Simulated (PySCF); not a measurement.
# UB3LYP/aug-cc-pVDZ (density fitting with cc-pvqz-jkfit) run of AlNH3O (SMILES [NH2][Al][OH])

Aim: the vertical doublet–quartet gap of AlNH3O at UB3LYP/aug-cc-pVDZ (density fitting with cc-pvqz-jkfit), from 2 runs. 

The calculation is run with PySCF 2.14.0.

2 further runs of the same task are left out: 2 set aside as unsound or not needed.

**1. Starting point**

AlNH3O: 6 atoms, total charge 0, spin state doublet. As SMILES, `[NH2][Al][OH]`. The coordinates come from a PBE0-D4/def2-TZVP relaxation. This is one conformer, not always the lowest.

Bond lengths: N1–Al2 1.769 Å, Al2–O3 1.705 Å, N1–H4 1.009 Å, N1–H5 1.006 Å, O3–H6 0.956 Å. Angles: N1–Al2–O3 116.1°, Al2–N1–H4 124.1°, Al2–N1–H5 125.0°, Al2–O3–H6 122.8°, H4–N1–H5 110.9°.

**2. The energy at UB3LYP/aug-cc-pVDZ (density fitting with cc-pvqz-jkfit)**

input.py

```python
from pyscf import gto, dft

mol = gto.M(
    atom=[
    ('N', (-0.923900, 0.240200, -0.760800)),
    ('Al', (0.595200, 0.601300, 0.070700)),
    ('O', (1.194100, -0.618500, 1.101200)),
    ('H', (-1.434300, -0.623600, -0.657200)),
    ('H', (-1.394700, 0.861600, -1.396800)),
    ('H', (2.005700, -0.525100, 1.596800)),
],
    verbose=3,
    basis='aug-cc-pvdz',
    charge=0,
    spin=1,
    max_memory=1860,
)

mf = dft.UKS(mol)
mf.xc = 'b3lyp'
mf = mf.density_fit(auxbasis='cc-pvqz-jkfit')
mf.conv_tol = 1e-10
mf.grids.level = 4
mf.kernel()
if not mf.converged:
    mf = mf.newton().run(mf.mo_coeff, mf.mo_occ)

e_final = mf.e_tot
print('Final energy', e_final)
```

Launch:

```
$ OMP_NUM_THREADS=1 python input.py
```

The log of the run:

```text
WARN: HOMO -0.175320209379757 >= LUMO -0.175320209379756

converged SCF energy = -374.299740989664  <S^2> = 0.75155605  2S+1 = 2.0015554
Final energy -374.2997409896638
```

It took 27 s on 1 thread of Arm Neoverse V1, shared host; peak memory 0.43 GiB.

**3. The quartet**

run.py

```python
from pyscf import gto, dft

mol = gto.M(
    atom=[
    ('N', (-0.923900, 0.240200, -0.760800)),
    ('Al', (0.595200, 0.601300, 0.070700)),
    ('O', (1.194100, -0.618500, 1.101200)),
    ('H', (-1.434300, -0.623600, -0.657200)),
    ('H', (-1.394700, 0.861600, -1.396800)),
    ('H', (2.005700, -0.525100, 1.596800)),
],
    charge=0,
    basis='aug-cc-pvdz',
    verbose=3,
    max_memory=1860,
    spin=3,
)

calc0 = dft.UKS(mol)
calc0.xc = 'b3lyp'
calc0 = calc0.density_fit(auxbasis='cc-pvqz-jkfit')
calc0.conv_tol = 1e-10
calc0.grids.level = 4
calc0.kernel()
if not calc0.converged:
    calc0 = calc0.newton().run(calc0.mo_coeff, calc0.mo_occ)

etot = calc0.e_tot
print('E(%s) = %.9f' % ('B3LYP', etot))
```

Launch:

```
$ OMP_NUM_THREADS=1 python run.py
```

The log of the run:

```text
WARN: HOMO -0.041300607484315 >= LUMO -0.328904021382981

WARN: HOMO -0.0645923320583472 >= LUMO -0.0878921495144689

WARN: HOMO -0.0857838519716294 >= LUMO -0.235525147947656

WARN: HOMO -0.0881244164081516 >= LUMO -0.292852023678573

WARN: HOMO -0.0836243101798373 >= LUMO -0.258561291023327

WARN: HOMO -0.0836908671907031 >= LUMO -0.250345237302604

WARN: HOMO -0.0838866469258397 >= LUMO -0.248885343037539

WARN: HOMO -0.0837021069481603 >= LUMO -0.248672848993014

WARN: HOMO -0.0838053462629857 >= LUMO -0.248889016981837

WARN: HOMO -0.0837771179673248 >= LUMO -0.249055577640593

WARN: HOMO -0.0838033436652452 >= LUMO -0.249035753488811

WARN: HOMO -0.083803507919574 >= LUMO -0.249052511132128

WARN: HOMO -0.0838049889984558 >= LUMO -0.249057553112906

WARN: HOMO -0.0838048412107915 >= LUMO -0.249057847793317

WARN: HOMO -0.0838046495484521 >= LUMO -0.24905671577136

converged SCF energy = -374.098739241888  <S^2> = 3.7556656  2S+1 = 4.0028318
E(B3LYP) = -374.098739242
```

It took 44 s on 1 thread of Arm Neoverse V1, shared host; peak memory 0.43 GiB.

**4. Summary of results**

Level: UB3LYP/aug-cc-pVDZ (density fitting with cc-pvqz-jkfit).

| quantity | value |
| --- | --- |
| doublet: total energy | -374.29974 Eh |
| doublet: dipole moment | 0.87 D |
| doublet: HOMO energy (highest over α and β) | -5.53 eV |
| doublet: LUMO energy (lowest over α and β) | -2.69 eV |
| doublet: ⟨S²⟩ | 0.752 |
| quartet: total energy | -374.09874 Eh |
| quartet: dipole moment | 4.28 D |
| quartet: HOMO energy (highest over α and β) | -2.28 eV |
| quartet: ⟨S²⟩ | 3.756 |
| vertical energy of the quartet above the doublet | 5.470 eV |

What this shows: At this shape the quartet lies 5.47 eV (528 kJ/mol) above the doublet. Mulliken charges (doublet) run from -0.57 on O3 to +1.08 on Al2; in a basis this large or diffuse they mean little. Mulliken charges (quartet) run from -0.50 on O3 to +0.38 on Al2; in a basis this large or diffuse they mean little.
